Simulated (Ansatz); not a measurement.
# BSiNH (doublet): the correlation ladder, def2-QZVPP

The task here is to estimate one member of a computed series from the others.

Method: def2-QZVPP, core rule «outside noble gas», up to 7 orbitals frozen; program: Ansatz 0.2.0, Gaussian basis.

The runs, in order: UHF; ROHF; CCSD(T) on UHF.

2 further runs of the same task are left out: 2 set aside as unsound or not needed. Runs told in other sessions of the task aren't counted.

### What is computed

The geometry is a PBE0/def2-TZVP stationary point (not a proven minimum).

4 atoms, charge 0, spin multiplicity 2.

Atoms are counted from 1 here; the program's logs count them from 0.

Bond lengths: B1–N2 1.259 Å, N2–Si3 1.712 Å, Si3–H4 1.534 Å. Angles: B1–N2–Si3 171.7°, N2–Si3–H4 96.4°.

Set-up of the first run:

Input file in.yaml:

```yaml
crystal:
  periodic: [false, false, false]
  atoms:
    - {symbol: B, position_ang: [0.000000, 0.016116, 1.931055]}
    - {symbol: N, position_ang: [0.000000, 0.074561, 0.673291]}
    - {symbol: Si, position_ang: [0.000000, -0.093854, -1.030677]}
    - {symbol: H, position_ang: [0.000000, 1.406192, -1.349441]}
basis:
  gaussian: {orbitals: "def2-QZVPP.json"}
magnetization: {spin_polarized: true, initial_magnetization: 1}
hamiltonian: {xc: hf}
output: {orbitals: {seedname: orbitals}}
```

Command:

```sh
> ansatz run in.yaml --threads 1 --pin off --events-out ev --progress --plain --max-ram 2393MiB
```

Steps of the session up to this table: UHF; ROHF; CCSD(T) on UHF.

One of the session's tables, all rows but one given; the rest of the session is left out.

| method | from UCCSD(T) (kcal/mol) |
| --- | --- |
| ROHF | +265.29 |
| UHF | +261.56 |
| UMP2 | +29.59 |
| UCCSD | ? |
| UCCSD(T) | 0 |

**Question.** Estimate the row for UCCSD.

**Answer.** from UCCSD(T) (kcal/mol): +13.51. In the column «from UCCSD(T) (kcal/mol)» it lies between UCCSD(T) (0) and UMP2 (+29.59).
